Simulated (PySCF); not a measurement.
## Bonding in ethylenediamine

Species: ethylenediamine, C2H8N2.
Atom-mapped SMILES: `[NH2:1][CH2:2][CH2:3][NH2:4]` (hydrogens: H5, H6 on N1; H7, H8 on C2; H9, H10 on C3; H11, H12 on N4)

Cartesian coordinates in Å at the PBE0-D3(BJ)/def2-SVP level; atoms count from 1:
```
atom  x, y, z in Å
N1     1.0403   -0.9320    0.7834
C2     0.6394    0.4531    0.6106
C3    -0.7746    0.5287    0.0565
N4    -0.8775   -0.2362   -1.1739
H5     1.9041   -0.9898    1.3172
H6     1.2523   -1.3293   -0.1307
H7     0.6588    0.9529    1.5932
H8     1.3090    1.0318   -0.0602
H9    -1.4793    0.1976    0.8482
H10   -1.0101    1.5837   -0.1611
H11   -1.7524   -0.0322   -1.6504
H12   -0.9100   -1.2283   -0.9445
```

Bond orders from the PBE0/pcSseg-1 density (PySCF). The structure is a single PBE0-D3(BJ)/def2-SVP conformer in the gas phase; no vibrational or solvent corrections.

(1) Where do the orders between heavy atoms depart from those drawn in the SMILES?

(2) Give the Mayer order of every bond, beside its length.

(3) Sum the orders of all bonds at each heavy atom with more than one neighbour and set the sums beside the valence in the SMILES.

Answers

(1) The largest departure is 0.025, at N1–C2 (drawn single, 1.025), C3–N4 (drawn single, 1.025) and C2–C3 (drawn single, 1.024).

(2) 
```csv
bond,drawn as,length (Å),Mayer order
N1–C2,single,1.452,1.025
C2–C3,single,1.521,1.024
C3–N4,single,1.452,1.025
N1–H5,single,1.017,0.957
N1–H6,single,1.019,0.947
C2–H7,single,1.103,0.956
C2–H8,single,1.110,0.944
C3–H9,single,1.110,0.944
C3–H10,single,1.103,0.956
N4–H11,single,1.017,0.957
N4–H12,single,1.019,0.948
```

(3) N1 2.929 (drawn 3), C2 3.949 (drawn 4), C3 3.949 (drawn 4), N4 2.930 (drawn 3). Orders between atoms that aren't bonded are not in these sums.

For a closed shell the Mayer order of atoms A and B is Σ (PS)μν (PS)νμ over the basis functions μ on A and ν on B, with P the density and S the overlap matrix.
